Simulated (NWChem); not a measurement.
Molecule: C$_{2}$H$_{3}$F; SMILES FC=C

### Question
Give the equilibrium geometry at PBE0/def2-SVP (NWChem) as an XYZ file, with the point group.

### Answer
point group Cs; any orientation.
```
6

C     -0.2367     1.1688     0.0000
C      0.4249     0.0197     0.0000
F     -0.1840    -1.1614     0.0000
H     -1.3284     1.1910     0.0000
H      0.3163     2.1084     0.0000
H      1.5158    -0.0751     0.0000
```
